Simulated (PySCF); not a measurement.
Species: C4H3FO.
Numbering: `[F:1][c:2]1[cH:3][cH:4][cH:5][o:6]1` (hydrogens: H7 on C3; H8 on C4; H9 on C5)

The same species was optimised twice, with GFN2-xTB and with PBE0-D3(BJ)/def2-SVP (PySCF), and the same property calculations (PySCF, gas phase) were run on both structures.

| coordinate | GFN2-xTB | PBE0-D3(BJ)/def2-SVP | change |
| --- | --- | --- | --- |
| F1–C2 (Å) | 1.327 | 1.305 | -0.022 |
| C3–C4 (Å) | 1.421 | 1.436 | +0.015 |
| C5–O6 (Å) | 1.351 | 1.362 | +0.011 |
| C2–O6 (Å) | 1.334 | 1.329 | -0.005 |
| C2–C3 (Å) | 1.356 | 1.358 | +0.002 |
| C4–C5 (Å) | 1.358 | 1.360 | +0.002 |
| F1–C2–C3 (°) | 130.7 | 132.1 | +1.4 |
| F1–C2–O6 (°) | 116.6 | 115.2 | -1.4 |
| C2–O6–C5 (°) | 105.8 | 106.6 | +0.8 |
| C4–C5–O6 (°) | 110.7 | 109.9 | -0.8 |
| C2–C3–C4 (°) | 104.4 | 104.2 | -0.2 |
| C3–C4–C5 (°) | 106.5 | 106.7 | +0.2 |
| C3–C2–O6 (°) | 112.7 | 112.7 | 0.0 |

Rotational constants: A = 9315, B = 3698, C = 2647 MHz (GFN2-xTB) against A = 9295, B = 3718, C = 2656 MHz (PBE0-D3(BJ)/def2-SVP). Point groups within 0.08 Å: Cs and Cs.

On the GFN2-xTB structure: lowest singlet, TDDFT (eV) 6.31 [CAM-B3LYP/def2-SVPD]; lowest triplet, Tamm–Dancoff (eV) 4.04 [CAM-B3LYP/def2-SVPD]; isotropic polarisability (au) 46.6 [CAM-B3LYP/def2-SVPD]; HOMO (eV) -8.06 [CAM-B3LYP/def2-SVPD]; LUMO (eV) 1.25 [CAM-B3LYP/def2-SVPD]; dipole (D) 1.89 [CAM-B3LYP/def2-SVPD]; HOMO (eV) -6.71 [PBE0/pcSseg-1]; LUMO (eV) 0.28 [PBE0/pcSseg-1]; dipole (D) 1.72 [PBE0/pcSseg-1]; GIAO shielding of F1 (ppm) 290.4 [PBE0/pcSseg-1]; GIAO shielding of C2 (ppm) 18.1 [PBE0/pcSseg-1]; GIAO shielding of C3 (ppm) 97.4 [PBE0/pcSseg-1]; GIAO shielding of C4 (ppm) 68.7 [PBE0/pcSseg-1]; GIAO shielding of C5 (ppm) 50.9 [PBE0/pcSseg-1]; GIAO shielding of O6 (ppm) 49.6 [PBE0/pcSseg-1].

Q: What do these properties become on the PBE0-D3(BJ)/def2-SVP structure?

A: 
```
                                    property                level  on GFN2-xTB  on PBE0-D3(BJ)/def2-SVP  change
                  lowest singlet, TDDFT (eV)  CAM-B3LYP/def2-SVPD         6.31                     6.32   +0.01
           lowest triplet, Tamm–Dancoff (eV)  CAM-B3LYP/def2-SVPD         4.04                     4.07   +0.03
               isotropic polarisability (au)  CAM-B3LYP/def2-SVPD         46.6                     47.1    +0.5
                                   HOMO (eV)  CAM-B3LYP/def2-SVPD        -8.06                    -8.05   +0.01
                                   LUMO (eV)  CAM-B3LYP/def2-SVPD         1.25                     1.29   +0.04
                                  dipole (D)  CAM-B3LYP/def2-SVPD         1.89                     1.77   -0.12
energy, GFN2-xTB geometry as zero (kcal/mol)  CAM-B3LYP/def2-SVPD          0.0                     -0.7    -0.7
                                   HOMO (eV)        PBE0/pcSseg-1        -6.71                    -6.69   +0.02
                                   LUMO (eV)        PBE0/pcSseg-1         0.28                     0.32   +0.04
                                  dipole (D)        PBE0/pcSseg-1         1.72                     1.60   -0.12
energy, GFN2-xTB geometry as zero (kcal/mol)        PBE0/pcSseg-1          0.0                     -0.5    -0.5
                  GIAO shielding of F1 (ppm)        PBE0/pcSseg-1        290.4                    295.0    +4.6
                  GIAO shielding of C2 (ppm)        PBE0/pcSseg-1         18.1                     19.6    +1.5
                  GIAO shielding of C3 (ppm)        PBE0/pcSseg-1         97.4                     98.3    +0.9
                  GIAO shielding of C4 (ppm)        PBE0/pcSseg-1         68.7                     66.8    -1.9
                  GIAO shielding of C5 (ppm)        PBE0/pcSseg-1         50.9                     49.6    -1.3
                  GIAO shielding of O6 (ppm)        PBE0/pcSseg-1         49.6                     47.3    -2.3
```

The heavy atoms differ by 0.015 Å rms after alignment. Among bonds between heavy atoms F1–C2 changes most (-0.022 Å). Changes are differences of the printed values. Neither structure is proved a minimum here.
